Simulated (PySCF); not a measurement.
Simulated 1H ENDOR lines of a doublet radical (isotropic, first order, 3354.2 mT).

Class means under 0.5 MHz are left out. Line positions in MHz: 85.69, 92.54, 107.76, 141.75, 143.87, 177.87, 193.09, 199.94.

Question: What is the proton Larmor frequency at this field?

Answer: νH = 5.58569 × 7.62259 MHz/T × 3.3542 T = 142.81 MHz.

Question: Which couplings do the lines give?

Answer: ν± = |νn ± a/2|, one line for each electron-spin manifold; νn = |g_N| × 7.62259 MHz/T × B. A pair with |a| < 2νn is centred on νn and split by |a|; one with |a| > 2νn is centred on |a|/2 and split by 2νn.

```tsv
lower line	upper line	centred on	|a| (MHz)
85.69	199.94	νn	114.25
92.54	193.09	νn	100.55
107.76	177.87	νn	70.10
141.75	143.87	νn	2.12
```

Compound: C₅H₈Cl (doublet state).
Geometry (GFN2-xTB, Å), atoms numbered from 1 in this order:
```
atom  x, y, z in Å
C1     1.9653   -0.0785   -0.0734
C2     0.5030    0.0132   -0.2104
C3    -0.5553   -1.0393   -0.2374
C4    -1.5911    0.0802   -0.0390
Cl5   -2.6442   -0.1162    1.3757
C6    -0.4564    1.1050    0.1299
H7     2.3587   -0.8776   -0.7010
H8     2.4348    0.8629   -0.3555
H9     2.2649   -0.2987    0.9604
H10   -0.6618   -1.6126   -1.1627
H11   -0.5150   -1.7536    0.5920
H12   -2.2431    0.2565   -0.8935
H13   -0.3631    1.5007    1.1470
H14   -0.4973    1.9573   -0.5542
```

Identity: `C1(Cl)C[C](C)C1` [radical].

Question: This is the radical. Which protons give which coupling, and how does each split the EPR lines?

Answer: 114.2 MHz (computed sign +): H11/H13, β, 2 bonds from C2, a 1:2:1 triplet of 4.076 mT; 100.5 MHz (computed sign +): H10/H14, β, 2 bonds from C2, a 1:2:1 triplet of 3.587 mT; 70.1 MHz (computed sign +): H7/H8/H9, β, 2 bonds from C2, a 1:3:3:1 quartet of 2.501 mT; 2.1 MHz (computed sign −): H12, γ, 3 bonds from C2, a 1:1 doublet of 0.076 mT. To first order the positions of ENDOR lines don't depend on how many nuclei share a coupling.

Method: UKS B3LYP, pcH-1 on C Cl H, non-relativistic, mean-field spin-orbit, GIAO (PySCF 2.14.0). Geometry: GFN2-xTB; no solvent, vibrations or thermal averaging. Couplings are sensitive to structure, and on GFN2-xTB geometries they can be far from those on DFT ones. Stability of the SCF solution: not tested.

Means are taken over nuclei equivalent by connectivity, which assumes that they swap fast. The three 1H nuclei of mean +70.1 MHz run from 31.3 to 141.8 MHz in the frozen geometry.
